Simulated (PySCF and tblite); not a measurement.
Results of a calculation; reference values are marked as such.
C3H6O, numbered as in [CH2:1]=[CH:2][CH2:3][OH:4].

Geometries PBE0-D3(BJ)/def2-SVP; weights from PBE0-D3(BJ)/def2-TZVP energies and GFN2-xTB thermal corrections, with symmetry numbers and mirror pairs. Conformers within 4 kcal/mol (GFN2-xTB free energy) were kept, 5 at most. GIAO shieldings: PBE0/pcSseg-1. Shifts are against TMS (¹H), TMS (¹³C) at the same level. (PySCF 2.14, tblite 0.8.)

Torsions listed: C1–C2–C3–O4, C2–C3–O4–H4. Of a mirror pair one member is shown.

```tsv
conformer	shape	symmetry	E(GFN2) kcal/mol	E(DFT) kcal/mol
1	-8°, -60°	C1 (pair)	0.00	0.00
2	127°, -58°	C1 (pair)	0.32	0.14
3	0°, 180°	Cs	2.04	0.96
4	132°, 171°	C1 (pair)	2.04	1.65
5	124°, 61°	C1 (pair)	0.61	1.68
```

Q: How much do the weights at 298.15 K and the averaged shift of C1 depend on how the conformers are weighted?

A: 
| weighting | 1 (%) | 2 (%) | 3 (%) | 4 (%) | 5 (%) | δ (ppm) | rms dipole (D) |
| --- | --- | --- | --- | --- | --- | --- | --- |
| DFT energy with thermal terms, symmetry and mirror images (full scheme) | 45 | 40 | 7 | 5 | 3 | 120.9 | 1.51 |
| DFT energy with symmetry and mirror images | 50 | 40 | 5 | 3 | 3 | 120.8 | 1.50 |
| bare DFT energy | 47 | 38 | 9 | 3 | 3 | 120.7 | 1.51 |
| GFN2-xTB energy with symmetry and mirror images | 50 | 29 | 1 | 2 | 18 | 120.8 | 1.49 |
| GFN2-xTB free energy | 45 | 30 | 1 | 2 | 21 | 121.1 | 1.50 |
| leading conformer alone | 100 | 0 | 0 | 0 | 0 | 118.3 | 1.46 |
| equal weights | 20 | 20 | 20 | 20 | 20 | 121.5 | 1.60 |
| full scheme, search stopped after three starts | 0 | 90 | 0 | 10 | 0 | 123.5 | 1.49 |

The largest departure from the full scheme, 2.6 ppm, comes with: leading conformer alone.
